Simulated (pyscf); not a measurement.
HO–GeH₂–AsH₂ + H₂ → H₃Ge–AsH₂ + H₂O (four-centre exchange; singlet surface; Ge–O, H–H broken, Ge–H, H–O formed). PySCF, gas phase, ωB97X-D3(BJ)/def2-SVP geometries. Energies in kcal/mol from the separated reactants.

```tsv
level	barrier	reaction energy
PBE/def2-TZVP	38.8	0.0
r²SCAN/def2-TZVP	42.4	+1.6
PBE0-D3(BJ)/def2-TZVP	?	-0.6
M06-2X/def2-TZVP	47.3	+5.2
ωB97M-D3(BJ)/def2-TZVP	44.7	+0.1
HF/def2-TZVP	?	?
```

Q: Complete the blanks.

A: 
- PBE0-D3(BJ)/def2-TZVP, barrier: 41.4
- HF/def2-TZVP, barrier: 61.2
- HF/def2-TZVP, reaction energy: -0.9

The functionals in the table span 8.5 kcal/mol in this barrier, from PBE to M06-2X. At the saddle there is also a short Ge–H contact that neither side keeps. One saddle was located; it need not be the lowest between these sides. Elements up to Kr have no core potential and no relativistic terms here.
